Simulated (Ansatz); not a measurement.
For rock-salt BaO, rVV10 in Ansatz (plane waves, PAW) gives:

| Property | Value |
|---|---|
| lattice parameter a | 5.574 Å |
| formation enthalpy | -2.765 eV/atom |

Question: What does HSE06 in Ansatz (PAW) give for the same quantities?

Answer: 
- lattice constant a: 5.532 Å (decreases by 0.8 %)
- formation enthalpy: -2.556 eV/atom (moves by +0.209 eV/atom)

For comparison: lattice constant a 5.54 Å (measured, 300 K, not corrected to a static lattice; as tabulated in Santana et al. (2016), arXiv:1608.06321); formation enthalpy -2.841 eV/atom (measured, 298 K, not corrected to a static lattice, our sources range from -2.860 to -2.840; as tabulated in Friedrich et al. (2018), arXiv:1811.08952).

Changes are worked out from the printed values.

Unless a cell is named, each level is at its own relaxed cell (rVV10 21.65, HSE06 21.16 Å³/atom).

Caveats: exact exchange on metals is sensitive to the k mesh and can open a false gap (HSE06). Ansatz's density-functional and Hartree–Fock values are scalar-relativistic unless marked +SOC, with PAW data made under PBE.

Ansatz is a first-principles code.
